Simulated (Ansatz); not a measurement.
C3H3Cl can be A, `C#CCCl`, or B, `ClC1C=C1`.

Computed with Ansatz on PBE0-D4/def2-TZVP structures; ΔE is electronic, products minus reactants. CCSD(T)/CBS is the MP2 limit (def2-TZVPP, def2-QZVPP) plus CCSD(T) − MP2 in def2-TZVPP, frozen cores. Functionals use def2-TZVPP. B3LYP here is the variant with VWN-RPA as its local correlation; programs differ in this.

Problem. Which isomer does CCSD(T)/CBS put lower? Give the gap. (Best estimate.)

Solution. Ansatz gave: A, by 13.5 kcal/mol.

Problem. Give E(B) − E(A) in kcal/mol with B2PLYP, B3LYP, PBE-D4, CCSD/def2-TZVPP, CCSD(T)/def2-SVP, r2SCAN-D4, B3LYP-D4. (An estimate is asked.)

Solution. The calculation gave: B2PLYP 14.4, B3LYP 13.5, PBE-D4 8.3, CCSD/def2-TZVPP 14.5, CCSD(T)/def2-SVP 12.0, r2SCAN-D4 9.3, B3LYP-D4 13.1. None reverses the order clearly.

Problem. Does the order hold for the free energy at 298.15 K (harmonic terms from PBE0-D4)? (Best estimate.)

Solution. Computed: Yes: G(B) − G(A) = +13.9 kcal/mol.

Largest T1 diagnostic: 0.011.

Leaving LDA and LC-ωPBE aside and taking each functional with its dispersion term where it has one, the values spread over 6.4 kcal/mol, from PBE0-D4 to B2PLYP. LDA lies −3.1 kcal/mol from PBE without D4. In def2-TZVPP, CCSD(T) changes the Hartree–Fock value by −2.5 kcal/mol (the triples alone add −0.4 kcal/mol) and MP2 by −2.9 kcal/mol.
